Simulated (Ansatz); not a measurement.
Charge transition levels of the H interstitial in HfSiO₄, term by term

Method: Ansatz, DFT PBE, scalar-relativistic, plane waves, PAW. Settings: 420 eV cutoff, 2×2×2 k-mesh, shifted by half a step, Gaussian smearing of 0.01 eV, collinear spin in charge 0 alone.

Host crystal, relaxed:

```
Hf Si O
1.0
    -3.32275    3.32275    3.00722
     3.32275   -3.32275    3.00722
     3.32275    3.32275   -3.00722
Hf Si O
2 2 8
Direct
  0.75000 0.25000 0.50000
  0.00000 0.00000 0.00000
  0.25000 0.75000 0.50000
  0.50000 0.50000 0.00000
  0.13474 0.31893 0.81581
  0.06893 0.75313 0.68419
  0.50313 0.31893 0.18419
  0.06893 0.38474 0.31581
  0.61526 0.93107 0.68419
  0.68107 0.86526 0.18419
  0.24687 0.93107 0.31581
  0.68107 0.49687 0.81581
```

The H interstitial was set at (0.333, 0.125, 0.708) of the host cell, in a supercell of 48 sites (531 Å³), relaxed at fixed cell in each charge q. In charge +1 some atom moved by up to 1.0 Å, so the relaxed defect can differ in kind from the start: near the site, 2 Si at 1.84 Å, 2 O at 1.91 Å, 2 O at 1.94 Å became 2 O at 1.25 Å (charge +1). The host's Kohn–Sham gap is 5.31 eV and its static dielectric constant 12.6 (mean). For each charge: the supercell's free energy over the neutral one with q electrons exchanged at the valence band top, F(q) − F(0) + qE_v; the image-charge term; and the term that aligns the potential far from the defect with the host's.

Spin-orbit coupling is left out, which matters for the bands and energies of heavy elements.

| q | F(q) − F(0) + qE_v (eV) | image charge (eV) | alignment (eV) |
| --- | --- | --- | --- |
| +1 | -4.722 | 0.203 | -0.013 |
| 0 | 0.000 | 0.000 | 0.000 |
| -1 | 2.056 | 0.203 | -0.095 |

**Question.** Add the terms and find the levels between neighbouring charges, ε(q/q′) = [A(q′) − A(q)]/(q − q′), with and without the two corrections.

**Answer.** A(q): -4.532 eV for +1, 0.000 eV for 0, 2.165 eV for -1.
```json
{"level": "(+1/0)", "corrected (eV over E_v)": "4.53", "uncorrected (eV)": "4.72"}
{"level": "(0/-1)", "corrected (eV over E_v)": "2.16", "uncorrected (eV)": "2.06"}
```

As a check, a point charge in a simple cubic cell of this volume has q²αe²/(2εL) = 0.200 q² eV (e² = 14.40 eV Å, α = 2.837, L = 8.10 Å); the shape of the real cell can change it somewhat. The term grows as q², so it pushes donor levels down and acceptor levels up. The program doubts the alignment for q = -1, so levels beside it are uncertain by about that term.

**Question.** Which of these charges is lowest with the Fermi level at the valence band top, at mid-gap and at the conduction band bottom?

**Answer.** The line A(q) + qE_F that lies lowest gives the charge: +1 at E_F = 0.00 eV, +1 at E_F = 2.65 eV, -1 at E_F = 5.31 eV. The level (+1/0) lies above (0/-1), so charge 0 is never the lowest: a negative-U pattern, with a direct (+1/-1) level at 3.35 eV. Charges beyond those computed could lie lower near the band edges.

**Question.** The neutral defect forms at 3.21 eV with atoms taken from and returned to the elements. What are the formation energies at those three Fermi levels, and what share of sites would hold the defect at 1200 K with E_F at mid-gap, if the host still stood at that temperature?

**Answer.** E_f = E_f(0) + A(q) + qE_F = -1.32, 1.33, 0.07 eV. In the dilute limit the share is exp(−E_f/k_BT) = exp(−1.331/0.1034) = 2.6×10⁻⁶, leaving out degeneracy and vibrational entropy. A negative value marks a Fermi level that can't be reached at these chemical potentials: the defect would form first and pull it back. This is the H-rich limit; a poorer supply of H, or a competing compound of it, raises E_f. The small cell and the narrow Kohn–Sham gap leave errors of tenths of an eV or more, which change the share by orders of magnitude.